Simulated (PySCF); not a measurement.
**What an electron can do to BCl**

PBE0 in PySCF with def2-TZVPPD on every atom, for the lowest determinant that a PBE0 search found; no spin–orbit coupling.

```csv
species,state (unpaired electrons),Re (Å),ωe (cm⁻¹),energy of the minimum from the neutral (eV),De (eV),dissociates to
BCl,singlet (closed shell),1.718,839,0.00,5.32,B + Cl
BCl⁺,doublet (σ ↑),1.596,1154,9.68,4.28,B⁺ + Cl
BCl⁻,doublet (π ↑),1.890,516,-0.02,1.77,B + Cl⁻
```

Question: Work out the lowest energy to break BCl into atoms, from its vibrational ground state.

Answer: D0 = De − ωe/2 = 5.32 − 0.05 = 5.27 eV (PBE0/def2-TZVPPD).

Question: Work out the ionisation energy of the B atom at this level and the threshold of dissociative ionisation.

Answer: IE(B) = 9.68 + 4.28 − 5.32 = 8.64 eV, so B⁺ + Cl + e⁻ appears at D0 + IE(B) = 13.91 eV (PBE0/def2-TZVPPD). The measured IE(B) is 8.298 eV (NIST ASD).

Question: Work out the electron affinity of the Cl atom and the threshold of dissociative attachment.

Answer: EA(Cl) = 5.32 − 1.77 − (-0.02) = 3.57 eV, so B + Cl⁻ needs D0 − EA(Cl) = 1.70 eV (PBE0/def2-TZVPPD). The measured EA(Cl) is 3.613 eV.

Question: At which energy does ion-pair formation open?

Answer: B⁺ + Cl⁻ lies at D0 + IE(B) − EA(Cl) = 10.34 eV (PBE0/def2-TZVPPD).

These are thermodynamic thresholds; the onsets seen under electron impact lie higher where the geometry changes, and cross-sections peak well above them.

For an ion De counts to the pair picked by the measured ionisation energies or electron affinities, which need not be the lowest pair at this level. The highest Kohn–Sham level is positive in this anion. Much of that is self-interaction error, but it also means that the finite basis helps to hold the extra electron. States were picked by a PBE0 search and need not be the measured ground states.
